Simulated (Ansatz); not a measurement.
C$_{5}$H$_{7}$N, SMILES `C=C1C=NC1C`, relaxed with RKS PBE0-D4/def2-TZVP in the Gaussian-basis code of Ansatz from a PBE-D4/def2-SVP geometry. The force threshold is 0.005 eV/Å; the program also tests the step.

Total charge 0; spin multiplicity 1.

Start:

```xyz
13

C     1.604    0.967    0.674
C     0.305    0.693    0.471
C    -0.967    1.408    0.311
N    -1.746    0.376    0.112
C    -0.560   -0.559    0.250
C    -0.297   -1.417   -0.973
H     2.353    0.162    0.737
H     1.959    2.004    0.783
H    -1.279    2.470    0.339
H    -0.675   -1.186    1.162
H    -1.143   -2.113   -1.144
H    -0.179   -0.786   -1.877
H     0.625   -2.020   -0.845
```

```
step  energy (eV)  largest force (eV/Å)  largest move (Å)
   1   -6781.4321                 1.097             0.000
   2   -6781.4972                 0.318             0.029
   3   -6781.5014                 0.121             0.021
   4   -6781.5025                 0.059             0.012
   5   -6781.5029                 0.024             0.005
   6   -6781.5029                 0.012             0.001
   7   -6781.5029                 0.004             0.001
```

End:

```xyz
13

C     1.585    0.959    0.667
C     0.306    0.682    0.470
C    -0.956    1.396    0.311
N    -1.721    0.380    0.111
C    -0.556   -0.558    0.250
C    -0.295   -1.406   -0.967
H     2.328    0.172    0.728
H     1.930    1.981    0.772
H    -1.258    2.442    0.338
H    -0.673   -1.175    1.147
H    -1.129   -2.091   -1.136
H    -0.175   -0.782   -1.854
H     0.613   -2.000   -0.836
```

It took 42 s on 4 threads of an Arm Neoverse V1 on a shared host, with 0.63 GiB of host memory at the peak.
